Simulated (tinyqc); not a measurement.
The integration grid: Kohn-Sham PBE on finer and finer grids in the sto-3g basis, for NH3+, spin multiplicity 2. Computed by the program tinyqc with PySCF. 

Geometry (angstrom):

| atom | x | y | z |
|---|---|---|---|
| N | 0.0000 | 0.0000 | 0.2140 |
| H | 0.9160 | 0.0000 | 0.0000 |
| H | -0.4580 | 0.7930 | 0.0000 |
| H | -0.4580 | -0.7930 | 0.0000 |

Self-consistent on each grid; the net force on the molecule should vanish.

Kohn-Sham energy on Becke grids (radial x angular points per atom):

| grid | points | residual of the electron count | E (hartree) | E - finest (mhartree) | largest net force without grid terms (hartree/bohr) |
|---|---|---|---|---|---|
| 10 x 14 | 556 | 7.51e-03 | -55.354971 | -3.470262 | 1.77e-02 |
| 15 x 26 | 1552 | -7.52e-03 | -55.347939 | 3.561455 | 1.18e-02 |
| 20 x 50 | 3990 | -2.71e-03 | -55.351607 | -0.105858 | 3.40e-03 |
| 30 x 86 | 10306 | -3.61e-04 | -55.351468 | 0.032647 | 8.82e-04 |
| 50 x 194 | 38730 | 7.42e-06 | -55.351503 | -0.002463 | 2.87e-05 |
| 75 x 302 | 90440 | 7.15e-07 | -55.351501 | -0.000075 | 2.49e-06 |
| 120 x 590 | 282798 | 1.08e-08 | -55.351501 | 0.000000 | 4.46e-07 |

The energy is within 0.1 mhartree of the finest grid first at 30 x 86. The error has both signs, since quadrature is not variational. The electron count and the net force are cheap signs of a poor grid.
